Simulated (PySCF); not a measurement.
An unknown shows these calculated signals:

¹H NMR (500 MHz, computed): δ 7.02 (m, 1H), 6.68 (s, 1H), 4.36 (m, 1H), 4.31 (m, 1H), 3.87 (s, 3H).

¹³C{¹H} NMR (computed): δ 146.9 (CH), 146.1 (CH), 98.7 (CH2), 61.8 (CH3).

[PySCF 2.14.0 with density-fitted response routines: GIAO PBE0/pcSseg-1 shieldings; geometry: GFN2-xTB; averaged over atoms made equivalent by symmetry, fast rotation or ring inversion; relativity neglected; no solvent model; one computed conformer]

References, each an isolated molecule treated in the same way: TMS for ¹H and ¹³C.

**Question.** Which of these does the molecule contain: a vinyl group CH=CH2, a non-aromatic C=C double bond, an OH group, a benzene ring, a (CH3)2CH unit, a methoxy group?

**Answer.** 
- A vinyl group CH=CH2: yes (δC 98.7, 146.9; δH 4.31 (m), 4.36 (m), 7.02 (m)).
- A non-aromatic C=C double bond: yes.
- An OH group: no.
- A benzene ring: no.
- A (CH3)2CH unit: no.
- A methoxy group: yes (δC 61.8; δH 3.87 (s)).

The data belong to SMILES CO/C=N\C=C, C4H7NO; they needn't prove each group on their own.

Carbon signals by region: 2 in the sp2 and nitrile region (100–160 ppm), 2 at 50–100 ppm.

Shifts are as computed. Against solution values, carbons near 30 ppm lie about +3 ppm off and those near 130 ppm about +5 ppm (rms about the fit 2.1 ppm; single classes can miss by 10 ppm). Of 1328 compounds with measured shifts, 309 miss one by over three times the rms of a fit or turn the order of signals round; such compounds aren't used in these exercises. Signals without a measured value on file couldn't be tested in this way; 1H shifts scatter by 0.2 ppm about their fit, and single ones miss by 0.5 ppm. No couplings were computed; multiplicities are counted from neighbouring protons, with m where these are inequivalent, close in shift, in a saturated or five-membered ring or joined by F or P, and br s for small geminal =CH2 splittings.
